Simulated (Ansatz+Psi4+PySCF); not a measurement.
Results of a calculation; reference values are marked as such.
Input for Ansatz (development build ahead of 0.2.0):

```yaml
crystal:
  periodic: [false, false, false]
  atoms:
    - { symbol: B, position_ang: [0.0, 0.0, -0.00497] }
    - { symbol: F, position_ang: [0.0, 0.0, 1.51697] }
basis:
  gaussian: { orbitals: cc-pVTZ }
total_charge: 1
magnetization:
  initial_magnetization: 1
hamiltonian:
  xc: hf
correlation:
  method: mp2
  frozen_orbitals: { B: 1, F: 1 }
```

The input is written out in the form of the current development build from the run's settings. Correlation on restricted open-shell orbitals is semicanonical, with singles.

Results

| Item | Value |
| --- | --- |
| Converged | yes |
| Reference energy | -123.71076 hartree |
| Correlation energy | -0.30508 hartree |
| Total energy | -124.01584 hartree |
| Spin squared of the determinant | 0.750 |
| Stability test | minimum among restricted orbitals |
| Occupied orbitals by symmetry in an Abelian subgroup (alpha; beta) | 5 A1 1 B1 1 B2; 4 A1 1 B1 1 B2 |

Caution: bonds are stretched, where a single reference can fail.
